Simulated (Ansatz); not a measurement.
Born–Oppenheimer molecular dynamics of CH₇FSi (10 atoms, charge 0, multiplicity 1). It starts at the highest image of a converged band. Of that band: Neighbouring images differ by up to 1.9 eV, so the band resolves the path poorly. A vibrational analysis at the climbing image gives one clearly imaginary mode, 1121i cm⁻¹: a first-order saddle point.

All numbers below come from RKS B3LYP/6-31G* in Ansatz 0.2.0.

* ensemble: NVE (velocity Verlet)
* time step: 0.5 fs
* steps asked: 200
* starting velocities drawn for: 300 K
* seed: 11520

First frame:

```xyz
10
Properties=species:S:1:pos:R:3
Si -0.247 0.105 0.035
C -0.036 -0.001 2.178
H -0.698 -0.033 3.061
H 0.566 -0.911 2.220
H 0.597 0.879 2.307
H 1.256 0.084 0.031
H -0.533 1.413 -0.600
H -0.570 -1.129 -0.719
F -2.070 0.099 0.729
H -1.253 0.047 1.581
```

**Question.** How far do the bonds stretch over the last three quarters of this one trajectory? (Pairs bonded in most of those frames.)

**Answer.** 
| bond | mean (Å) | spread (Å) | shortest | longest |
| --- | --- | --- | --- | --- |
| Si1–C2 | 1.887 | 0.050 | 1.81 | 1.98 |
| Si1–H6 | 1.494 | 0.010 | 1.48 | 1.52 |
| Si1–H7 | 1.489 | 0.008 | 1.47 | 1.50 |
| Si1–H8 | 1.491 | 0.022 | 1.46 | 1.52 |
| C2–H3 | 1.096 | 0.021 | 1.06 | 1.13 |
| C2–H4 | 1.097 | 0.009 | 1.08 | 1.11 |
| C2–H5 | 1.096 | 0.004 | 1.09 | 1.11 |
| F9–H10 | 0.942 | 0.015 | 0.92 | 0.96 |

Mean temperature of the second half: 1541 K. The conserved energy stayed within 0.12 meV per atom of its start (net change 0.092 meV per atom), so the integration is sound. The kinetic energy rose, since the run started high on the potential surface and went downhill. It ends in pieces (CH6Si + FH), so much of that is their flight and rotation, not heat. A run of 0.1 ps of so small a system gives no equilibrium averages. The orbitals stay closed-shell, which can raise the energy where a bond breaks towards radicals; this wasn't checked here.

Run time: 6.7 min on 1 thread of Arm Neoverse V2, on a shared host, peak memory 0.11 GiB.
